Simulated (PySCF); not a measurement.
These 2 structures share the formula [C6H9]+ (charge +1). Method: PBE0-D3(BJ)/def2-SVP geometry optimisation, gas phase (PySCF). Energies are electronic, without zero-point or thermal terms, for one conformer each. No frequencies were run at this level. Point groups hold within 0.08 Å.

Task: Order them by energy at this level, lowest first, and give relative energies in kcal/mol.
A. `[CH3:1][CH2:2][c:3]1[cH:4][c+:5]1[CH3:6]` (charge +1) with C1–C2–C3–C4 0°
B. `[CH:1]#[C:2][C+:3]([CH3:4])[CH2:5][CH3:6]` (charge +1) with C2–C3–C5–C6 180°

Result: A (0.0), B (30.6).

As drawn, the lower has a three-membered ring, which the higher lacks.

```
      SMILES      E (Eh)  E rel (kcal/mol)  dipole about centre of mass (D)  point group      A, B, C (MHz)
 CCc1c[c+]1C  -233.28546               0.0                             2.19            –  10586, 1885, 1649
C#C[C+](C)CC  -233.23670              30.6                             1.47            –   7271, 2184, 1732
```
